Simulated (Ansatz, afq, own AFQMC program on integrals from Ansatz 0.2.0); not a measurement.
Two steps: Ansatz 0.2.0 writes the Fock matrix and Cholesky factors of the valence space, and afq projects on them the lowest state that overlaps trial and start.

```yaml
crystal:
  periodic: [false, false, false]
  atoms:
    - {symbol: B, position_ang: [0.000000, 0.000000, 0.000000]}
    - {symbol: O, position_ang: [0.000000, 0.000000, 1.200581]}
basis:
  gaussian: {orbitals: cc-pVTZ}
magnetization: {spin_polarized: true, initial_magnetization: 1}
correlation: {method: ccsd_t, electrons: outside_noble_gas, hamiltonian_folder: ham}
```

```sh
$ ansatz run in.yaml --threads 1 --pin off --events-out ev --progress --plain --max-ram 16896MiB --backend cuda --devices 0, --max-vram 18GiB
```

afq runs on the folder ham with

```
--method phaseless --trial cisd --walkers 2600 --populations 20 --least-time 60 --time-step 0.005 --steps-per-block 50 --equilibration-blocks 28 --max-blocks 4000 --target-error 0.00018 --factor-cut 1e-05 --start spin_pure --seed 5968 --release-times 0.24,0.51,0.99,1.62,2.4 --release-step 0.03 --release-every 3 --taylor-order 6
```

Times are imaginary, in 1/Eh. The walk had a cap of 236 s. With eight or more populations the least sampling time is a fifth of least-time, and the error comes from their spread.

Log:

```
orbitals 58  electrons 5 4  factors 368 of 368
reference energy -99.55663271 Eh
CCSD correlation -0.29891566 Eh in 12 cycles, weight of the determinant in the CISD state 0.9004
energy of the start -99.853231 Eh
 block  time / (1/Eh)  mean weight  energy / Eh
     1     0.250  1.0000  -99.856581
     2     0.500  1.0011  -99.861008
     3     0.750  1.0005  -99.863909
     4     1.000  0.9998  -99.866040
     5     1.250  1.0003  -99.869329
    11     2.750  1.0005  -99.869529
    23     5.750  0.9997  -99.871711
    35     8.750  0.9998  -99.868445
    43    10.750  0.9996  -99.874511
    47    11.750  0.9998  -99.870888
    59    14.750  1.0001  -99.871343
    71    17.750  0.9996  -99.868523
    83    20.750  0.9996  -99.873113
    89    22.250  1.0001  -99.867695
    95    23.750  1.0004  -99.871453
   107    26.750  0.9999  -99.869113
   117    29.250  0.9999  -99.869523
error from the spread of 20 populations
released: time / (1/Eh)  energy / Eh  error  mean overlap
  0.24  -99.870946  0.000174  0.9980
  0.51  -99.871143  0.000182  0.9963
  0.99  -99.871393  0.000216  0.9905
  1.62  -99.871177  0.000186  0.9899
  2.40  -99.871247  0.000239  0.9838
energy -99.870721 +/- 0.000155 Eh
(rows thinned)
```

The run passed its tests (sampling time, drift between the halves within three errors, error under three times the target), which doesn't prove that it has relaxed. The second half of the sampling lies above the first by 2.6 errors of their difference, so the energy may still be moving and its error bar be too small.

Against this walk (error 4.2 meV) on the same determinant: CCSD(T) 22.5 meV higher, CCSDT(Q) 21.3 meV lower. The error is statistical and leaves out the bias of the constraint. Released to 2.40 1/Eh the energy moves by -14 ± 8 meV (both errors), within twice the noise. CCSDT(Q) is the surest value here, so the walk's 21 meV above it is most likely the bias of the constraint with this trial, which can have either sign.

Cautions: constraint bias not in the error.

The walk took 2.7 min on 1 × NVIDIA H100 80GB HBM3 with 2 threads of AMD EPYC 7R13 Processor (Zen 3), on a shared host (the card was shared). The log's last line is the phaseless energy.

CCSDT and higher add their correlation energy to the determinant of the CCSD(T) run, since their own runs factorise the integrals more tightly (a shift of under 2 meV). A walk keeps the symmetry of its determinant, which the program's search chose and which needn't be the lowest solution, so a lower state of the same spin and another symmetry isn't excluded.
